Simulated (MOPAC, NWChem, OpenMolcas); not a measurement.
A ladder of methods for SiN2H5 (SMILES N[SiH]N)

SiN2H5 has 8 atoms, charge 0, and is taken as a doublet. SMILES: `N[SiH]N`. The coordinates come from a PBE0-D4/def2-TZVP relaxation. This is one conformer, not always the lowest.

```
atom    x (Å)    y (Å)    z (Å)
   N  -1.0270   0.6221  -0.7683
  Si   0.5277   0.5799  -0.0507
   N   0.7895  -1.0526   0.4251
   H  -1.8179   0.1445  -0.3646
   H  -1.2966   1.3494  -1.4068
   H   0.7164   1.3541   1.2251
   H   0.7308  -1.7940  -0.2552
   H   1.4689  -1.2605   1.1395
```

Quantity: the dipole moment, in D. The values are calculated.

```
             level             kind     program  value (D)   CPU time
               PM6   semi-empirical       MOPAC       0.87  under 2 s
     UHF/def2-SVPD     Hartree–Fock  OpenMolcas       0.82       15 s
  USVWN5/def2-SVPD              LDA  OpenMolcas       1.15       46 s
   UBLYP/def2-SVPD              GGA  OpenMolcas       1.08       69 s
U-r2SCAN/def2-SVPD         meta-GGA  OpenMolcas       1.11       94 s
  UM06-L/def2-SVPD         meta-GGA  OpenMolcas       1.05       93 s
 UM06-2X/def2-SVPD  hybrid meta-GGA      NWChem       0.90       38 s
```

The values span 0.82 to 1.15 D. Magnitudes only. CPU times are rough (shared hosts, several kinds of processor and program).
